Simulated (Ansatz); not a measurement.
**CHNS3: small, medium and large basis sets**

One table from this session's results is given with a row withheld; the runs are named, their logs left out.

The runs use Ansatz 0.2.0, Gaussian basis; one geometry, several basis sets.

Levels to be run: PBE0-D4/def2-SVP; ωB97M-V/def2-SVP; PBE0-D4/def2-QZVPP; ωB97M-V/def2-QZVPP; the functionals' def2-TZVPP values are taken from earlier runs.

## Structure used throughout

The geometry comes from an earlier relaxation with PBE0-D4 in a triple-zeta def2 set; it is a stationary point.

6 atoms, charge 0, spin multiplicity 1.

Atoms are counted from 1 here; the program's logs count them from 0.

Bond lengths: N1–C2 1.251 Å, N1–H6 1.016 Å, C2–S3 1.771 Å, C2–S5 1.760 Å, S3–S4 2.090 Å, S4–S5 2.097 Å. Angles: C2–N1–H6 114.9°, N1–C2–S3 132.4°, N1–C2–S5 123.9°, S3–C2–S5 103.7°, C2–S3–S4 86.5°, S3–S4–S5 83.1°, C2–S5–S4 86.6°.

Set-up of the first run:

Contents of in.yaml:

```yaml
crystal:
  periodic: [false, false, false]
  atoms:
    - {symbol: N, position_ang: [-0.316206, 1.403177, 0.592781]}
    - {symbol: C, position_ang: [-0.047739, 0.310641, 0.046347]}
    - {symbol: S, position_ang: [0.030671, -1.346826, 0.666193]}
    - {symbol: S, position_ang: [0.547018, -1.914560, -1.277606]}
    - {symbol: S, position_ang: [0.361640, 0.138967, -1.657148]}
    - {symbol: H, position_ang: [-0.533284, 1.344603, 1.583233]}
basis:
  gaussian: {orbitals: def2-SVP}
hamiltonian: {xc: pbe0, dispersion: d4}
output: {orbitals: {seedname: orbitals}}
```

Command:

```sh
> ansatz run in.yaml --threads 2 --pin off --events-out ev --progress --plain --max-ram 4352MiB
```

Among the steps run: PBE0-D4 in def2-SVP; ωB97M-V in def2-SVP; PBE0-D4 in def2-QZVPP; ωB97M-V in def2-QZVPP.

One table of the session follows, with a row left open; its other results are not shown here.

It belongs to the step «Functionals by basis». 

| functional | basis | HOMO (eV) | LUMO (eV) |
| --- | --- | --- | --- |
| PBE0-D4 | def2-SVP | -6.38 | -2.40 |
| PBE0-D4 | def2-TZVPP | -6.40 | -2.57 |
| PBE0-D4 | def2-QZVPP | -6.43 | -2.64 |
| ωB97M-V | def2-SVP | -8.38 | -0.12 |
| ωB97M-V | def2-TZVPP | ? | ? |
| ωB97M-V | def2-QZVPP | -8.48 | -0.58 |

Estimate the missing values for ωB97M-V, def2-TZVPP.

The run gave: HOMO (eV): -8.44; LUMO (eV): -0.44. In the column «HOMO (eV)» it lies between ωB97M-V, def2-QZVPP (-8.48) and ωB97M-V, def2-SVP (-8.38).
